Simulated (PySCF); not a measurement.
**Towards the basis-set limit for AlF⁺**

State: ²Σ⁺, doublet, unpaired electrons σ ↑. De refers to Al⁺ + F. ROHF-based CCSD(T) in PySCF 2.14 with Al cc-pV(T+d)Z, F cc-pVTZ and Al cc-pV(Q+d)Z, F cc-pVQZ (frozen core orbitals: 6; no relativity). Correlation energies are extrapolated as n⁻³ (n = 3, 4), Hartree–Fock as (n+1)·exp(−9√n). CV is the change on freezing 1 orbitals instead, in Al cc-pwCVTZ, F cc-pwCVTZ. SR is the spin-free X2C energy in Al cc-pVTZ-DK, F cc-pVTZ-DK less the non-relativistic one in Al cc-pVTZ, F cc-pVTZ.

| Level | Re (Å) | ωe (cm⁻¹) | ωexe (cm⁻¹) | αe (cm⁻¹) | De (eV) |
| --- | --- | --- | --- | --- | --- |
| CCSD(T)/TZ | 1.6046 | 941.3 | 4.83 | 0.00451 | 3.162 |
| CCSD(T)/QZ | 1.6015 | 957.1 | 4.77 | 0.00435 | 3.358 |
| HF/CBS | 1.5750 | 1027.2 | 4.42 | 0.00412 | 2.437 |
| MP2/CBS | 1.6042 | 954.4 | 4.51 | 0.00425 | 3.900 |
| CCSD/CBS | 1.5953 | 975.5 | 4.63 | 0.00426 | 3.273 |
| CCSD(T)/CBS | 1.6011 | 958.6 | 4.74 | 0.00433 | 3.430 |
| CCSD(T)/CBS+CV | 1.5958 | 961.2 | 4.82 | 0.00440 | 3.353 |
| CCSD(T)/CBS+CV+SR | 1.5955 | 960.1 | 4.84 | 0.00441 | 3.321 |

Q: How much is left between CCSD(T)/QZ and the basis-set limit, and how much do the triples give at the limit?

A: CCSD(T)/CBS less CCSD(T)/QZ: -0.4 mÅ in Re, +1.5 cm⁻¹ in ωe and +0.072 eV in De. CCSD(T)/CBS less CCSD/CBS: +5.8 mÅ in Re, -16.9 cm⁻¹ in ωe and +0.157 eV in De.

Q: What do the later terms add?

A: CV: -5.3 mÅ in Re, +2.6 cm⁻¹ in ωe and -0.077 eV in De; SR: -0.3 mÅ in Re, -1.1 cm⁻¹ in ωe and -0.032 eV in De, each against the row above.

The T1 diagnostic is 0.020. The state was picked by a PBE0 search and need not be the measured ground state. Spin–orbit coupling, excitations beyond (T) and corrections to the Born–Oppenheimer picture are left out.

The whole job (state search and all basis sets along the bond) took about 19 min on 4 threads of Arm Neoverse V1 (shared host), peak memory 9.2 GiB.
